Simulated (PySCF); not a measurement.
## A search over the determinants of AlP

Unrestricted PBE0; Al 6-31G(d,p), P 6-31G(d,p); no relativity (PySCF 2.14). Outer shells of the fragments: Al 3s2 3p1; P 3s2 3p3.

Followed along the bond (rough minima from three points):

| 2Ms+1 | unpaired | ⟨S²⟩ at the start | R at minimum (Å) | Te (eV) |
| --- | --- | --- | --- | --- |
| 3 | π ↑↑ | 2.01 | 2.44 | 0.00 |
| 3 | σ ↑, π ↑ | 2.01 | 2.23 | 0.02 |
| 1 | σ ↓, π ↑ | 1.02 | 2.21 | 0.17 |
| 1 | π ↑↓ | 1.01 | 2.44 | 0.34 |
| 1 | none | 0.00 | none in the scan | ≤ 0.90 |

Solutions found at the starting distance of 2.260 Å, counted from the lowest of them; the search is not exhaustive and high or unbound solutions are not listed, so other states can lie among these:

```json
{"2Ms+1": "3", "unpaired": "σ ↑, π ↑", "term": "³Π", "E (eV)": "0.00", "⟨S²⟩": "2.01", "⟨Lz²⟩": "1.01", "μ (D)": "-2.58"}
{"2Ms+1": "3", "unpaired": "π ↑↑", "term": "³Σ⁻", "E (eV)": "0.12", "⟨S²⟩": "2.01", "⟨Lz²⟩": "0.00", "μ (D)": "-0.30"}
{"2Ms+1": "1", "unpaired": "σ ↓, π ↑", "term": "mixed", "E (eV)": "0.16", "⟨S²⟩": "1.02", "⟨Lz²⟩": "1.01", "μ (D)": "-2.74"}
{"2Ms+1": "1", "unpaired": "π ↑↓", "term": "mixed", "E (eV)": "0.46", "⟨S²⟩": "1.01", "⟨Lz²⟩": "2.01", "μ (D)": "-0.21"}
{"2Ms+1": "1", "unpaired": "none", "term": "¹Σ⁺", "E (eV)": "1.10", "⟨S²⟩": "0.00", "⟨Lz²⟩": "0.00", "μ (D)": "-3.99"}
{"2Ms+1": "1", "unpaired": "none", "term": "mixed", "E (eV)": "1.46", "⟨S²⟩": "0.00", "⟨Lz²⟩": "2.00", "μ (D)": "0.10"}
{"2Ms+1": "5", "unpaired": "σ ↑, π ↑↑↑", "term": "⁵Π", "E (eV)": "1.92", "⟨S²⟩": "6.01", "⟨Lz²⟩": "1.00", "μ (D)": "0.03"}
{"2Ms+1": "3", "unpaired": "σ ↑, π ↑↑↓", "term": "mixed", "E (eV)": "2.43", "⟨S²⟩": "3.01", "⟨Lz²⟩": "3.02", "μ (D)": "-0.06"}
{"2Ms+1": "3", "unpaired": "σ ↓, π ↑↑↑", "term": "mixed", "E (eV)": "2.61", "⟨S²⟩": "3.02", "⟨Lz²⟩": "1.00", "μ (D)": "0.58"}
{"2Ms+1": "3", "unpaired": "π ↑↑", "term": "mixed", "E (eV)": "2.97", "⟨S²⟩": "2.09", "⟨Lz²⟩": "2.01", "μ (D)": "-2.27"}
```

A term symbol is given only where ⟨S²⟩ and ⟨Lz²⟩ are close to those of a pure state; real π, δ and φ orbitals otherwise mix terms. A positive dipole means Al(−)P(+).

Compare the gap between the two lowest followed solutions at the starting distance with the gap between their minima.

At PBE0 the second solution (triplet, unpaired electrons σ ↑, π ↑) lies -0.12 eV from the first (triplet, unpaired electrons π ↑↑) at 2.260 Å and +0.02 eV at the minima; the two curves relax by different amounts, since their minima lie near 2.23 and 2.44 Å. A gap this small is a tie at this level.
